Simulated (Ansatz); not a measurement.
**BHO (singlet): the correlation ladder at distance B1–O2 = 1.097 Å, cc-pVDZ**

How much of the correlation energy of BHO (singlet) does each wave-function method recover here?

Program: Ansatz 0.2.0, Gaussian basis. Level of theory: cc-pVDZ, core rule «outside noble gas», up to 2 orbitals frozen. These are calculated values, not measurements.

Plan: UHF; CCSD(T) on RHF; BCCD(T) on RHF; CISD; CCSDT(Q) on RHF; CASSCF and MRCISD+Q, 2 electrons in 2 orbitals; CASSCF and NEVPT2, 2 electrons in 2 orbitals; CASSCF and MRCISD+Q, 10 electrons in 9 orbitals; CASSCF and NEVPT2, 10 electrons in 9 orbitals.

33 further runs of the same task are left out: 6 for a known fault of the program, 18 that didn't finish, 9 set aside as unsound or not needed.

### Step 1. What is computed

The geometry derives from a PBE0/def2-TZVP stationary point (not a proven minimum). One bond is set to the value named and the two fragments are kept rigid.

3 atoms, charge 0, spin multiplicity 1.

Atoms are counted from 1 here; the program's logs count them from 0.

Bond lengths: B1–O2 1.097 Å, B1–H3 1.173 Å. Angles: O2–B1–H3 180.0°.

### Step 2. UHF

in.yaml

```yaml
crystal:
  periodic: [false, false, false]
  atoms:
    - {symbol: B, position_ang: [0.000000, 0.000000, -0.025236]}
    - {symbol: O, position_ang: [0.000000, 0.000000, -1.122236]}
    - {symbol: H, position_ang: [0.000000, 0.000000, 1.147471]}
basis:
  gaussian: {orbitals: cc-pVDZ}
magnetization: {spin_polarized: true, initial_magnetization: 0}
hamiltonian: {xc: hf}
output: {orbitals: {seedname: orbitals}}
```

Launch:

```console
$ ansatz run in.yaml --threads 1 --pin off --events-out ev --progress --plain --max-ram 2393MiB
```

The runs that follow: CCSD(T) on RHF; BCCD(T) on RHF; CISD; CCSDT(Q) on RHF; CASSCF and MRCISD+Q, 2 electrons in 2 orbitals; CASSCF and NEVPT2, 2 electrons in 2 orbitals; CASSCF and MRCISD+Q, 10 electrons in 9 orbitals; CASSCF and NEVPT2, 10 electrons in 9 orbitals.

**Question.** What will the summary of the whole plan be? Wanted: RCCSDT(Q) below the RHF energy; RMP2 from RCCSDT(Q); RCCSD from RCCSDT(Q); RCCSD(T) from RCCSDT(Q); NEVPT2 pair from RCCSDT(Q); MRCISD+Q pair from RCCSDT(Q); NEVPT2 valence from RCCSDT(Q); T1 diagnostic; effectively unpaired electrons.

**Answer**, as computed:

| quantity | value |
| --- | --- |
| RCCSDT(Q) below the RHF energy | -7.4745 eV |
| RMP2 from RCCSDT(Q) | +49.3 kJ/mol |
| RCCSD from RCCSDT(Q) | +22.5 kJ/mol |
| RCCSD(T) from RCCSDT(Q) | +3.3 kJ/mol |
| NEVPT2 pair from RCCSDT(Q) | +44.6 kJ/mol |
| MRCISD+Q pair from RCCSDT(Q) | +8.6 kJ/mol |
| NEVPT2 valence from RCCSDT(Q) | +81.7 kJ/mol |
| levels within 1 kcal/mol (43 meV) | RCCSD(T), BCCD(T), RCCSDT, MRCISD+Q valence |
| T1 diagnostic | 0.017 |
| effectively unpaired electrons | 0.03 |

RCCSD(T) misses by +3.3 kJ/mol, 0.5 % of the correlation energy. One determinant dominates. Of the multireference levels listed MRCISD+Q valence comes nearest in total energy (+1.5 kJ/mol), which doesn't show that its space is the better one. These misses are within one basis, not against nature.
